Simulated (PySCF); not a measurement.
Compound: BFH₃P.
Atom-mapped SMILES: `[F:1][BH:2][PH2:3]` (hydrogens: H4 on B2; H5, H6 on P3)

The calculation used EOM-EE-CCSD/aug-cc-pVDZ in PySCF, restricted Hartree–Fock reference, 7 core orbitals frozen, non-relativistic, gas phase, PBE0-D3(BJ)/def2-SVP geometry.

Question: What does EOM-EE-CCSD give for the lowest vertical excitations?

Answer: 
```tsv
state	E (eV)	λ (nm)	main singles (HF orbitals, share of the singles part)
singlet 1	5.52	225	HOMO→LUMO+6 26 %, HOMO→LUMO+9 20 %, HOMO→LUMO+1 16 %
singlet 2	6.63	187	HOMO→LUMO 58 %, HOMO→LUMO+12 11 %
singlet 3	6.82	182	HOMO→LUMO+4 17 %, HOMO-1→LUMO+6 14 %, HOMO→LUMO+12 13 %
singlet 4	7.01	177	HOMO-1→LUMO+6 12 %, HOMO→LUMO+4 10 %, HOMO→LUMO 9 %
triplet 1	4.65	267	HOMO→LUMO+6 30 %, HOMO→LUMO+9 24 %, HOMO→LUMO+1 15 %
triplet 2	5.99	207	HOMO→LUMO+12 39 %, HOMO→LUMO+4 24 %, HOMO→LUMO+8 12 %
```

Question: What is the vertical gap between the lowest excited singlet and the lowest triplet?

Answer: 5.52 − 4.65 = 0.87 eV (84 kJ/mol).

The first EOM-IP-CCSD ionisation energy is 10.04 eV, 3.03 eV above the highest singlet listed and 4.52 eV above the lowest.

T1 diagnostic 0.016. EOM-CCSD puts states of mainly double-excitation character too high. An iterative search for so few roots can pass over a low state.

Conformer computed: `[F:1][BH:2][PH2:3]`: H–P3–B2–F1 -40°, H–P3–B2–F1 -139°.

One conformer stands for the species.
